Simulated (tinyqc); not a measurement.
MP2 on RHF in the sto-3g basis, frozen core, for NH3, spin multiplicity 1, step by step. One step of it, computed by the program tinyqc.

Problem. Second-order Moller-Plesset energy. E2 = sum_ijab (ia|jb) [2 (ia|jb) - (ib|ja)] / (e_i + e_j - e_a - e_b) over occupied i, j and virtual a, b; the opposite-spin part is (ia|jb)^2 / denominator, the rest is same-spin, and SCS-MP2 scales them by 6/5 and 1/3.

orbital energies (hartree): MO1 -15.331117, MO2 -1.164555, MO3 -0.573893, MO4 -0.573821, MO5 -0.403633, MO6 0.716139, MO7 0.719863, MO8 0.720024

Two-electron integrals over orbitals (pq|rs), unique and non-zero (hartree); the lowest 1 orbital is frozen and left out:
```
(22|22) 0.641168    (32|22) -0.000090   (32|32) 0.125402    (33|22) 0.581158
(33|32) 0.042034    (33|33) 0.596183    (42|42) 0.125442    (43|42) -0.041963
(43|43) 0.040791    (44|22) 0.581255    (44|32) -0.041997   (44|33) 0.514546
(44|44) 0.596228    (52|22) -0.032899   (52|32) -0.000015   (52|33) -0.003812
(52|44) -0.003778   (52|52) 0.081582    (53|22) -3.12e-06   (53|32) 0.003275
(53|33) -0.007200   (53|44) 0.007226    (53|52) 0.000036    (53|53) 0.034395
(54|42) 0.003314    (54|43) 0.007208    (54|54) 0.034394    (55|22) 0.571574
(55|32) 0.000015    (55|33) 0.545231    (55|44) 0.545287    (55|52) 0.092741
(55|53) 0.000076    (55|55) 0.765959    (62|22) 0.134694    (62|32) 0.001120
(62|33) 0.088848    (62|44) 0.091328    (62|52) -0.009839   (62|53) 0.001960
(62|55) 0.108183    (62|62) 0.104388    (63|22) 0.005407    (63|32) -0.015433
(63|33) -0.018487   (63|44) 0.027698    (63|52) 0.003769    (63|53) 0.013148
(63|55) 0.010105    (63|62) 0.007556    (63|63) 0.049287    (64|42) -0.009650
(64|43) 0.021582    (64|54) 0.011988    (64|64) 0.043033    (65|22) -0.051257
(65|32) 0.004081    (65|33) -0.028050   (65|44) -0.030753   (65|52) -0.003473
(65|53) 0.001596    (65|55) -0.072682   (65|62) -0.046500   (65|63) -0.003419
(65|65) 0.031912    (66|22) 0.584553    (66|32) 0.012108    (66|33) 0.534509
(66|44) 0.523852    (66|52) -0.052935   (66|53) -0.001753   (66|55) 0.496768
(66|62) 0.115258    (66|63) -0.001477   (66|65) -0.042795   (66|66) 0.574901
(72|22) -0.009207   (72|32) 0.016129    (72|33) -0.024170   (72|44) 0.011872
(72|52) 0.000637    (72|53) 0.028773    (72|55) -0.007432   (72|62) -0.003791
(72|63) 0.037935    (72|65) 0.004110    (72|66) -0.009156   (72|72) 0.049432
(73|22) 0.078661    (73|32) -0.041310   (73|33) 0.057740    (73|44) 0.076743
(73|52) 0.055487    (73|53) 0.007544    (73|55) 0.148241    (73|62) 0.072944
(73|63) 0.027247    (73|65) -0.036660   (73|66) 0.035201    (73|72) 0.001891
(73|73) 0.134512    (74|42) 0.043046    (74|43) -0.012495   (74|54) -0.009190
(74|64) -0.021814   (74|74) 0.036527    (75|22) 0.003425    (75|32) 0.060069
(75|33) 0.021638    (75|44) -0.017638   (75|52) 0.000200    (75|53) 0.023737
(75|55) 0.004891    (75|62) 0.004099    (75|63) -0.014444   (75|65) 0.001554
(75|66) 0.008448    (75|72) 0.013621    (75|73) -0.018106   (75|75) 0.054510
(76|22) -0.001680   (76|32) 0.089675    (76|33) 0.041048    (76|44) -0.039368
(76|52) 0.004099    (76|53) -0.013155   (76|55) 0.003996    (76|62) -0.003047
(76|63) -0.032254   (76|65) 0.004027    (76|66) 0.008761    (76|72) -0.010128
(76|73) -0.039031   (76|75) 0.040775    (76|76) 0.090238    (77|22) 0.561197
(77|32) 0.020860    (77|33) 0.571580    (77|44) 0.511315    (77|52) 0.007298
(77|53) -0.012561   (77|55) 0.555573    (77|62) 0.079361    (77|63) -0.023556
(77|65) -0.024514   (77|66) 0.528591    (77|72) -0.031291   (77|73) 0.061281
(77|75) 0.011569    (77|76) 0.032065    (77|77) 0.578483    (82|42) 0.016118
(82|43) 0.018112    (82|54) 0.028837    (82|64) 0.037088    (82|74) -0.012019
(82|82) 0.049182    (83|42) 0.042346    (83|43) -0.011021   (83|54) -0.008339
(83|64) -0.018997   (83|74) 0.032679    (83|82) -0.009456   (83|83) 0.033626
(84|22) 0.078747    (84|32) 0.042349    (84|33) 0.078395    (84|44) 0.056364
(84|52) 0.055603    (84|53) -0.008325   (84|55) 0.148561    (84|62) 0.072009
(84|63) -0.016182   (84|65) -0.033870   (84|66) 0.046621    (84|72) -0.014407
(84|73) 0.074156    (84|75) 0.023832    (84|76) 0.044756    (84|77) 0.075212
(84|84) 0.137822    (85|42) 0.060190    (85|43) -0.019629   (85|54) 0.023812
(85|64) -0.011690   (85|74) 0.022314    (85|82) 0.013880    (85|83) 0.021503
(85|85) 0.054581    (86|42) 0.085807    (86|43) -0.035608   (86|54) -0.011266
(86|64) -0.022524   (86|74) 0.042989    (86|82) -0.006731   (86|83) 0.041394
(86|85) 0.039108    (86|86) 0.080202    (87|42) -0.038935   (87|43) 0.037983
(87|54) 0.015085    (87|64) 0.032166    (87|74) -0.018737   (87|82) 0.027621
(87|83) -0.016523   (87|85) -0.018127   (87|86) -0.042872   (87|87) 0.047236
(88|22) 0.561130    (88|32) -0.033024   (88|33) 0.505995    (88|44) 0.577014
(88|52) 0.007564    (88|53) 0.014328    (88|55) 0.555809    (88|62) 0.082766
(88|63) 0.037053    (88|65) -0.026162   (88|66) 0.518696    (88|72) 0.021491
(88|73) 0.078834    (88|75) -0.013720   (88|76) -0.041200   (88|77) 0.510741
(88|84) 0.053773    (88|88) 0.588371
```

Hartree-Fock energy = -55.42090831 hartree

Give: Terms; Pair energies; MP2 correlation energy; SCS-MP2 correlation energy; MP2 total energy.

Solution.

Terms (the 40 largest of 74):
```
i  j  a  b  (ia|jb)  (ib|ja)  denominator       term
4  4  8  8    0.138    0.138       -2.588     -0.007
3  3  7  7    0.135    0.135       -2.588     -0.007
4  3  8  7    0.074    0.033       -2.588  -3.31e-03
3  4  7  8    0.074    0.033       -2.588  -3.31e-03
2  2  6  6    0.104    0.104       -3.761  -2.90e-03
3  2  7  6    0.073    0.038       -3.174  -2.48e-03
2  3  6  7    0.073    0.038       -3.174  -2.48e-03
2  4  6  8    0.072    0.037       -3.175  -2.43e-03
4  2  8  6    0.072    0.037       -3.175  -2.43e-03
5  5  8  8    0.055    0.055       -2.247  -1.33e-03
5  5  7  7    0.055    0.055       -2.247  -1.32e-03
3  3  6  6    0.049    0.049       -2.580  -9.42e-04
3  5  7  6   -0.037   -0.014       -2.414  -8.94e-04
5  3  6  7   -0.037   -0.014       -2.414  -8.94e-04
5  4  6  8   -0.034   -0.012       -2.414  -7.87e-04
4  5  8  6   -0.034   -0.012       -2.414  -7.87e-04
2  5  6  6   -0.046   -0.046       -3.000  -7.21e-04
5  2  6  6   -0.046   -0.046       -3.000  -7.21e-04
4  4  6  6    0.043    0.043       -2.580  -7.18e-04
2  2  7  7    0.049    0.049       -3.769  -6.48e-04
2  2  8  8    0.049    0.049       -3.769  -6.42e-04
4  4  7  7    0.037    0.037       -2.587  -5.16e-04
5  5  6  6    0.032    0.032       -2.240  -4.55e-04
3  3  8  8    0.034    0.034       -2.588  -4.37e-04
3  3  7  6    0.027    0.027       -2.584  -2.87e-04
3  3  6  7    0.027    0.027       -2.584  -2.87e-04
5  4  7  8    0.024    0.022       -2.417  -2.50e-04
4  5  8  7    0.024    0.022       -2.417  -2.50e-04
4  5  7  8    0.022    0.024       -2.417  -1.92e-04
5  4  8  7    0.022    0.024       -2.417  -1.92e-04
5  3  8  8    0.022    0.022       -2.418  -1.91e-04
3  5  8  8    0.022    0.022       -2.418  -1.91e-04
4  4  7  6   -0.022   -0.022       -2.584  -1.84e-04
4  4  6  7   -0.022   -0.022       -2.584  -1.84e-04
4  3  6  8   -0.019   -0.016       -2.584  -1.60e-04
3  4  8  6   -0.019   -0.016       -2.584  -1.60e-04
5  3  7  7   -0.018   -0.018       -2.417  -1.36e-04
3  5  7  7   -0.018   -0.018       -2.417  -1.36e-04
4  3  7  8    0.033    0.074       -2.588   1.11e-04
3  4  8  7    0.033    0.074       -2.588   1.11e-04
```

Pair energies (hartree; pair i-j sums ij and ji):
```
pair  opposite spin  same spin
2-2       -4.19e-03          0
3-2       -4.35e-03  -7.72e-04
3-3          -0.009          0
4-2       -4.35e-03  -7.72e-04
4-3          -0.006  -1.34e-03
4-4          -0.009          0
5-2       -1.72e-03  -7.67e-11
5-3       -1.95e-03  -4.09e-04
5-4       -1.95e-03  -4.10e-04
5-5       -3.10e-03          0
```

MP2 correlation energy = -0.04876 hartree

SCS-MP2 correlation energy = -0.05531 hartree

MP2 total energy = -55.46967 hartree
